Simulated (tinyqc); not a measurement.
RHF in the sto-3g basis, for H2O, spin multiplicity 1, step by step. One step of it, computed by the program tinyqc.

Task: Iteration 2: building the Fock matrix. J_ij = sum D_kl (ij|kl), K_ij = sum D_kl (ik|jl); F = H + J - 0.5 K; E = tr D H + tr D J / 2 - 0.25 tr D K + E_nn.

D after iteration 1, lower triangle:
```
            1O 1s      1O 2s    1O 2px     1O 2py     1O 2pz     2H 1s     3H 1s
1O 1s    2.123742
1O 2s   -0.530566   2.273214
1O 2px   0.000000   0.000000  2.000000
1O 2py  -0.000111   0.000755  0.000000   2.103015
1O 2pz  -0.016553   0.088278  0.000000   0.000212   2.050433
2H 1s    0.024925  -0.104512  0.000000  -0.110094  -0.059942  0.012090
3H 1s    0.024818  -0.104009  0.000000   0.109992  -0.060428  0.000563  0.012069
```

core Hamiltonian H = T + V (hartree), lower triangle:
```
             1O 1s      1O 2s     1O 2px     1O 2py     1O 2pz      2H 1s      3H 1s
1O 1s   -32.576985
1O 2s    -7.578736  -9.200550
1O 2px    0.000000   0.000000  -7.346816
1O 2py   -0.000100  -0.001094   0.000000  -7.447415
1O 2pz   -0.015582  -0.190446   0.000000  -0.000650  -7.425868
2H 1s    -1.248205  -2.925664   0.000000  -1.597163  -1.472013  -4.564454
3H 1s    -1.229378  -2.893416   0.000000   1.583350  -1.458747  -1.200572  -4.544571
```

Two-electron integrals (ij|kl) in chemists' order, unique and non-zero (hartree):
```
(11|11) 4.785065    (21|11) 0.741380    (21|21) 0.136873    (22|11) 1.118947
(22|21) 0.256633    (22|22) 0.817206    (31|31) 0.024477    (32|31) 0.037809
(32|32) 0.180518    (33|11) 1.115814    (33|21) 0.256684    (33|22) 0.817023
(33|33) 0.880159    (41|41) 0.024477    (42|41) 0.037809    (42|42) 0.180518
(43|43) 0.047444    (44|11) 1.115814    (44|21) 0.256684    (44|22) 0.817023
(44|33) 0.785270    (44|44) 0.880159    (51|51) 0.024477    (52|51) 0.037809
(52|52) 0.180518    (53|53) 0.047444    (54|54) 0.047444    (55|11) 1.115814
(55|21) 0.256684    (55|22) 0.817023    (55|33) 0.785270    (55|44) 0.785270
(55|55) 0.880159    (61|11) 0.122583    (61|21) 0.022455    (61|22) 0.041882
(61|33) 0.041800    (61|41) 0.000772    (61|42) 0.001452    (61|44) 0.041942
(61|51) 0.000684    (61|52) 0.001288    (61|54) 0.000125    (61|55) 0.041911
(61|61) 0.003731    (62|11) 0.314887    (62|21) 0.073199    (62|22) 0.260101
(62|33) 0.255554    (62|41) 0.004119    (62|42) 0.032206    (62|44) 0.263049
(62|51) 0.003653    (62|52) 0.028557    (62|54) 0.006646    (62|55) 0.261447
(62|61) 0.012261    (62|62) 0.104727    (63|31) 0.007454    (63|32) 0.044134
(63|43) 0.006593    (63|53) 0.005847    (63|63) 0.014495    (64|11) 0.174983
(64|21) 0.041183    (64|22) 0.156232    (64|33) 0.149235    (64|41) 0.009476
(64|42) 0.062327    (64|44) 0.166691    (64|51) 0.001793    (64|52) 0.016132
(64|54) 0.009632    (64|55) 0.152592    (64|61) 0.007185    (64|62) 0.076441
(64|64) 0.069645    (65|11) 0.155162    (65|21) 0.036518    (65|22) 0.138535
(65|33) 0.132330    (65|41) 0.001793    (65|42) 0.016132    (65|44) 0.136116
(65|51) 0.009044    (65|52) 0.058439    (65|54) 0.009950    (65|55) 0.147000
(65|61) 0.006372    (65|62) 0.067782    (65|64) 0.048903    (65|65) 0.057858
(66|11) 0.471778    (66|21) 0.111438    (66|22) 0.455533    (66|33) 0.437570
(66|41) 0.007734    (66|42) 0.084588    (66|44) 0.467419    (66|51) 0.006858
(66|52) 0.075007    (66|54) 0.026468    (66|55) 0.461040    (66|61) 0.018805
(66|62) 0.236654    (66|64) 0.197108    (66|65) 0.174780    (66|66) 0.774606
(71|11) 0.120716    (71|21) 0.022114    (71|22) 0.041249    (71|33) 0.041168
(71|41) -0.000760   (71|42) -0.001430   (71|44) 0.041307    (71|51) 0.000673
(71|52) 0.001267    (71|54) -0.000124   (71|55) 0.041277    (71|61) 0.003623
(71|62) 0.011728    (71|64) 0.006310    (71|65) 0.006100    (71|66) 0.017841
(71|71) 0.003619    (72|11) 0.311245    (72|21) 0.072357    (72|22) 0.257246
(72|33) 0.252741    (72|41) -0.004073   (72|42) -0.031893   (72|44) 0.260170
(72|51) 0.003609    (72|52) 0.028263    (72|54) -0.006583   (72|55) 0.258575
(72|61) 0.011771    (72|62) 0.084143    (72|64) 0.042435    (72|65) 0.053024
(72|66) 0.155705    (72|71) 0.011936    (72|72) 0.102596    (73|31) 0.007354
(73|32) 0.043596    (73|43) -0.006522   (73|53) 0.005780    (73|63) 0.011260
(73|73) 0.014172    (74|11) -0.173351   (74|21) -0.040801   (74|22) -0.154863
(74|33) -0.147934   (74|41) 0.009357    (74|42) 0.061645    (74|44) -0.165216
(74|51) -0.001775   (74|52) -0.015995   (74|54) 0.009535    (74|55) -0.151262
(74|61) -0.006349   (74|62) -0.042571   (74|64) -0.010651   (74|65) -0.026272
(74|66) -0.070862   (74|71) -0.007010   (74|72) -0.075057   (74|74) 0.068448
(75|11) 0.153624    (75|21) 0.036158    (75|22) 0.137240    (75|33) 0.131099
(75|41) -0.001775   (75|42) -0.015995   (75|44) 0.134854    (75|51) 0.008927
(75|52) 0.057770    (75|54) -0.009850   (75|55) 0.145609    (75|61) 0.006132
(75|62) 0.053084    (75|64) 0.026222    (75|65) 0.044219    (75|66) 0.107404
(75|71) 0.006212    (75|72) 0.066516    (75|74) -0.048100   (75|75) 0.056798
(76|11) 0.117802    (76|21) 0.027672    (76|22) 0.107783    (76|33) 0.105040
(76|41) -2.91e-06   (76|42) -0.000036   (76|44) 0.106929    (76|51) 0.002090
(76|52) 0.019923    (76|54) -0.000010   (76|55) 0.111258    (76|61) 0.004596
(76|62) 0.044106    (76|64) 0.027874    (76|65) 0.032098    (76|66) 0.106592
(76|71) 0.004527    (76|72) 0.043705    (76|74) -0.027722   (76|75) 0.031853
(76|76) 0.023602    (77|11) 0.469304    (77|21) 0.110860    (77|22) 0.453484
(77|33) 0.435645    (77|41) -0.007669   (77|42) -0.084080   (77|44) 0.465304
(77|51) 0.006796    (77|52) 0.074512    (77|54) -0.026284   (77|55) 0.458938
(77|61) 0.018021    (77|62) 0.156731    (77|64) 0.071118    (77|65) 0.107958
(77|66) 0.317444    (77|71) 0.018422    (77|72) 0.233762    (77|74) -0.195147
(77|75) 0.172939    (77|76) 0.106592    (77|77) 0.774606
```

nuclear repulsion = 8.01513999 hartree

Give: Coulomb J; exchange K; Fock matrix F; total energy of this density.

Result:

Coulomb J (hartree), lower triangle:
```
          1O 1s    1O 2s  1O 2px   1O 2py  1O 2pz   2H 1s   3H 1s
1O 1s   18.5645
1O 2s    3.5399   8.7949
1O 2px   0.0000   0.0000  8.7882
1O 2py   0.0000   0.0000  0.0000   8.7870
1O 2pz   0.0016  -0.0003  0.0000   0.0000  8.7861
2H 1s    0.5810   2.7135  0.0000   1.6003  1.4181  4.5762
3H 1s    0.5722   2.6834  0.0000  -1.5861  1.4047  1.0972  4.5549
```

exchange K (hartree), lower triangle:
```
         1O 1s   1O 2s  1O 2px   1O 2py  1O 2pz   2H 1s   3H 1s
1O 1s   9.8397
1O 2s   1.7156  2.8679
1O 2px  0.0000  0.0000  2.3581
1O 2py  0.0000  0.0001  0.0000   2.3668
1O 2pz  0.0006  0.0089  0.0000   0.0000  2.3601
2H 1s   0.2980  0.8344  0.0000   0.3967  0.3592  0.4292
3H 1s   0.2936  0.8245  0.0000  -0.3926  0.3553  0.2413  0.4200
```

Fock matrix F (hartree), lower triangle:
```
           1O 1s    1O 2s  1O 2px   1O 2py   1O 2pz    2H 1s    3H 1s
1O 1s   -18.9324
1O 2s    -4.8966  -1.8396
1O 2px    0.0000   0.0000  0.2623
1O 2py   -0.0001  -0.0011  0.0000   0.1562
1O 2pz   -0.0143  -0.1952  0.0000  -0.0007   0.1802
2H 1s    -0.8162  -0.6293  0.0000  -0.1952  -0.2335  -0.2028
3H 1s    -0.8040  -0.6223  0.0000   0.1936  -0.2317  -0.2241  -0.1997
```

total energy of this density = -73.649433 hartree
